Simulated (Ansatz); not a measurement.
Basis sets over 9 cases of the atomisation energy at r2SCAN with Ansatz (Al to Cl present), each against its own reference: (a) the value in aug-cc-pV5Z; (b) the value in aug-cc-pVQZ; (c) the value in aug-pcseg-3; (d) the value in pcseg-4. By their distance from other large sets or by the extrapolation step the references are unsure by up to roughly 0.68 kcal/mol. B3LYP-D3(BJ)/def2-TZVP geometries; electronic energies; unrestricted open shells; no added dispersion term; no relativity. Cartesian d functions in some cases of 6-31+G*, 6-311+G**. (X+d) sets on Al to Cl for cc-pVXZ and aug-cc-pVXZ. 

Cases are drawn at random; left out are references unsure by over 1.3 kcal/mol, doubtful singlets, and cases whose largest runs show a restricted determinant unstable towards unrestricted orbitals, <S^2> over 0.1 too high or, where CCSD(T) ran, T1 over 0.025 (0.045 for open shells). Sets are drawn from those converged to one state in every case.

Cases (SMILES) and reference values:
- [S+]#[C-] (C-S) → C atom + S atom: 169.06 kcal/mol (a)
- [SiH3][SiH2] (SiH2-SiH3) → 5 H atom + 2 Si atom: 445.33 kcal/mol (b)
- [P]=O (O-P) → O atom + P atom: 143.50 kcal/mol (a)
- [SiH2]C (CH3-SiH2) → C atom + 5 H atom + Si atom: 535.30 kcal/mol (c)
- Cl[CH2] (CH2-Cl) → C atom + Cl atom + 2 H atom: 294.95 kcal/mol (d)
- [S]F (F-S) → F atom + S atom: 87.27 kcal/mol (a)
- S(F)F → 2 F atom + S atom: 178.36 kcal/mol (a)
- [SiH3][CH2] (CH2-SiH3) → C atom + 5 H atom + Si atom: 524.29 kcal/mol (c)
- [SiH4] (SiH4) → 4 H atom + Si atom: 322.40 kcal/mol (d)

```tsv
basis	functions over def2-SVP (largest species, mean of cases)	mean signed deviation (kcal/mol)	mean absolute	largest	within 4 kcal/mol
pcseg-0	0.6	-35.90	35.90	58.77	0 of 9
def2-SVP	1.0	-5.43	5.43	13.68	5 of 9
6-31+G*	1.1	-6.74	6.74	12.71	1 of 9
6-311+G**	1.6	-7.58	7.58	20.20	2 of 9
def2-TZVP	1.9	-1.44	1.44	2.16	9 of 9
pcseg-2	2.2	-1.28	1.28	2.93	9 of 9
6-311++G(3df,3pd)	2.9	-0.90	0.90	2.57	9 of 9
def2-TZVPPD	2.9	-0.78	0.78	1.50	9 of 9
def2-QZVPP	4.4	-0.48	0.48	0.77	9 of 9
def2-QZVPPD	4.9	-0.44	0.44	0.76	9 of 9
```

Among the sets for which every case ran a larger relative (same family, alike in diffuse functions, listed or not), the smallest listed that holds all cases within 4 kcal/mol together with them is def2-TZVP, at 1.9 times the functions of def2-SVP. Inside, though some case ran no larger relative to test it: 6-311++G(3df,3pd), def2-QZVPP, def2-QZVPPD. Largest deviations of relatives not listed, over the cases that ran them: def2-TZVPP 2.06, def2-QZVP 0.77, pcseg-3 0.52, pcseg-4 0.18 kcal/mol. These figures hold for the cases listed.

Ansatz is a first-principles code.
